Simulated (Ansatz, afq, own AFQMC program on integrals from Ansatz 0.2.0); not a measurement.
AFQMC on a folder of integrals that Ansatz 0.2.0 wrote.

```yaml
crystal:
  periodic: [false, false, false]
  atoms:
    - {symbol: B, position_ang: [0.000000, -0.365304, 1.465891]}
    - {symbol: Al, position_ang: [0.000000, 0.189732, -0.535219]}
    - {symbol: H, position_ang: [0.000000, -1.160734, -1.395630]}
basis:
  gaussian: {orbitals: 6-31G}
magnetization: {spin_polarized: true, initial_magnetization: 1}
correlation: {method: ccsd_t, electrons: outside_noble_gas, hamiltonian_folder: ham}
```

```sh
$ ansatz run in.yaml --threads 1 --pin off --events-out ev --progress --plain --max-ram 15360MiB --backend cuda --devices 0, --max-vram 18GiB
```

Options of the walk:

```
--method phaseless --trial cid --walkers 20 --populations 1 --least-time 40 --time-step 0.0025 --steps-per-block 25 --equilibration-blocks 96 --max-blocks 640 --target-error 0.00064 --factor-cut 1e-05 --start determinant --seed 7155 --taylor-order 8
```

Times are imaginary, in 1/Eh. The walk had a cap of 60 s.

Output of the walk:

```
orbitals 18  electrons 4 3  factors 110 of 296
reference energy -266.98171145 Eh
CCSD correlation -0.07687297 Eh in 23 cycles, weight of the determinant in the CISD state 0.7976
energy of the start -267.057896 Eh
 block  time / (1/Eh)  mean weight  energy / Eh
     1     0.062  1.0002  -267.057522
     2     0.125  1.0008  -267.057412
     3     0.188  0.9996  -267.057303
     4     0.250  1.0001  -267.057663
     5     0.312  0.9998  -267.057405
     8     0.500  1.0002  -267.057074
    11     0.688  0.9999  -267.056085
    41     2.562  1.0009  -267.058073
    71     4.438  0.9998  -267.061288
   101     6.312  0.9996  -267.061671
   131     8.188  0.9999  -267.062264
   161    10.062  1.0004  -267.066069
   191    11.938  1.0000  -267.070664
   221    13.812  0.9999  -267.060027
   241    15.062  0.9995  -267.055172
   251    15.688  1.0008  -267.060641
   281    17.562  1.0001  -267.071752
   311    19.438  1.0008  -267.066943
   341    21.312  1.0002  -267.056462
   371    23.188  1.0004  -267.055871
   401    25.062  1.0000  -267.063878
   431    26.938  1.0004  -267.055301
blocks merged  error / Eh  count
     1  0.000286  341
     2  0.000392  170
     4  0.000538  85
     8  0.000695  42
    16  0.000798  21
    32  0.000930  10
energy -267.062263 +/- 0.000798 Eh
(rows thinned)
```

The time cap ended the run before it passed its tests.

Against this walk (error 21.7 meV) on the same determinant: CCSD(T) 10.3 meV higher (within the noise), CCSDT(Q) 105.7 meV lower, CCSDTQ 107.5 meV lower, full CI 108.9 meV lower, a separate phaseless walk with a CISD trial and standard settings 74.9 ± 22.1 meV lower. The error is statistical and leaves out the bias of the constraint. The determinant has ⟨S²⟩ = 1.64, so the low cluster orders mix in higher spin, and so can this walk. Full CI is exact here, so the walk's 109 meV above it is the walk's own error: the bias of the constraint with this trial, or a walk that hasn't relaxed. The determinant is a poor start (see the cautions), so the low cluster orders aren't to be relied on, and full CI is the sure value.

Cautions: constraint bias not in the error; error not settled; error above the target (21.7 against 17.4 meV); strong correlation (T1 0.077, weight of the determinant 0.80, largest double 0.09); unrestricted determinant spin contaminated (⟨S²⟩ 1.64 against 0.75); the sampling time fell short of the least asked; so few walkers bias the energy.

The walk took 60 s on 1 × NVIDIA H100 80GB HBM3 with 2 threads of AMD EPYC 7R13 Processor (Zen 3), on a shared host (the card was shared). The log's last line is the phaseless energy.

CCSDT and higher add their correlation energy to the determinant of the CCSD(T) run, since their own runs factorise the integrals more tightly (a shift of under 2 meV). A walk keeps the symmetry of its determinant, which the program's search chose and which needn't be the lowest solution, so a lower state of the same spin and another symmetry isn't excluded.
